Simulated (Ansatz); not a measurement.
**A geometry optimisation of AlH5S with PBE0-D4/def2-SVP**

The starting geometry of this gas-phase triplet was optimised with GFN2-xTB as a singlet; its bonds are those of `[AlH3-][SH2+]`.

| atom | x (Å) | y (Å) | z (Å) |
| --- | --- | --- | --- |
| Al | 0.2762 | -0.0152 | -0.4416 |
| S | 2.4544 | 1.1863 | -0.6945 |
| H | 0.2255 | -0.4162 | -1.9606 |
| H | 0.7060 | -1.0658 | 0.6248 |
| H | -0.4879 | 1.2841 | 0.0013 |
| H | 1.8317 | 2.3624 | -0.6483 |
| H | 2.3591 | 1.1230 | -2.0203 |

Question: Predict what becomes of its bonds when it is optimised with PBE0-D4/def2-SVP.

Answer: It falls apart into AlH3 + H2S. Distances that change by over a tenth: Al1–H3 (1.57 → 1.88 Å), Al1–H4 (1.56 → 1.86 Å), H3–H4 (2.71 → 0.84 Å). Contacts that open: Al1–S2 (2.50 → 4.07 Å).

The energy falls by 3.03 eV over 29 steps:

```csv
step,E − E(last) (eV)
1,3.032
4,1.311
7,0.611
10,0.095
13,0.016
17,0.004
20,0.001
23,0.000
26,0.000
29,0.000
```

Final geometry (Å):

```json
{"atom": "Al", "x (Å)": "-0.8486", "y (Å)": "-0.0487", "z (Å)": "-0.6431"}
{"atom": "S", "x (Å)": "2.9539", "y (Å)": "1.2983", "z (Å)": "-1.1890"}
{"atom": "H", "x (Å)": "0.9280", "y (Å)": "-0.6624", "z (Å)": "-0.7075"}
{"atom": "H", "x (Å)": "0.5766", "y (Å)": "-1.0917", "z (Å)": "-0.0738"}
{"atom": "H", "x (Å)": "-0.6617", "y (Å)": "1.2884", "z (Å)": "0.2107"}
{"atom": "H", "x (Å)": "2.1579", "y (Å)": "2.0805", "z (Å)": "-0.4294"}
{"atom": "H", "x (Å)": "2.2588", "y (Å)": "1.5942", "z (Å)": "-2.3071"}
```

The end wasn't checked by frequencies. Open shells are spin-unrestricted. The triplet needn't be the ground state. Run with Ansatz 0.2.0, 73 s on 2 threads of Arm Neoverse N1, on a shared host.
